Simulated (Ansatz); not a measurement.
System: diamond. Method: LC-ωPBE (plane waves, PAW; Ansatz, a first-principles code).

Run with plane-wave cutoff 520 eV, 12×12×12 k mesh, scalar-relativistic PAW data made under PBE.

Cell (relaxed at this level):

Space group Fd-3m, origin choice 1 (No. 227); a = b = c = 3.534 Å, α = β = γ = 90.00°

```csv
atom,site,symmetry,x,y,z
C,8a,-43m,0.0000,0.0000,0.0000
```
(The calculation used a cell of 2 atoms; values per cell refer to that cell.)

Problem. Predict the Voigt–Reuss–Hill shear modulus (Hill average), elastic constant C44, elastic constant C12, Young modulus and elastic constant C11.

Solution. 
* **Voigt–Reuss–Hill shear modulus (Hill average)**: 578 GPa
* **elastic constant C44**: 634 GPa
* **elastic constant C12**: 158 GPa
* **Young modulus**: 1248 GPa
* **elastic constant C11**: 1167 GPa

Measured, for comparison: elastic constant C44 579 GPa, elastic constant C12 125 GPa, elastic constant C11 1081 GPa (low temperature, zero-point motion not removed; as tabulated in Tanner et al. (2021), arXiv:2110.11888). Computed (rounded) less measured: elastic constant C44 +9 %, elastic constant C12 +26 %, elastic constant C11 +8 %.

Elastic constants are with the ions relaxed.
